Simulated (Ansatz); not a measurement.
Consider TiS2 in the CdI2 type structure (space group P-3m1, No. 164; layered, stacked along the Cartesian z axis).

```
CELL_PARAMETERS angstrom
      3.36059     0.00000     0.00000
     -1.68029     2.91036     0.00000
      0.00000     0.00000     5.52244
ATOMIC_POSITIONS crystal
  Ti 0.00000 0.00000 0.00000
  S  0.33333 0.66667 0.25857
  S  0.66667 0.33333 0.74143
```

The values are results of PBE-D3(BJ)/PAW in Ansatz (a first-principles code), no SOC, not measurements.

Perturbation: full substitution S → Se; the structure is relaxed again.

Measured lattice parameter a: TiS2 3.4073 Å (temperature not stated; as listed in R.R. Chianelli, J.C. Scanlon, A.H. Thompson, Materials Research Bulletin (1975)); TiSe2 3.536 Å (temperature not stated; as listed in Torbjörn Björkman, The Journal of Chemical Physics (2014)).

Task: How well does PBE-D3(BJ) reproduce the measured shift?

Result: With PBE-D3(BJ) the lattice parameter a moves by +0.120 Å (3.361 → 3.481) against +0.129 Å measured.

Whether these cells are dynamically stable was not tested. All final runs are without spin polarisation.
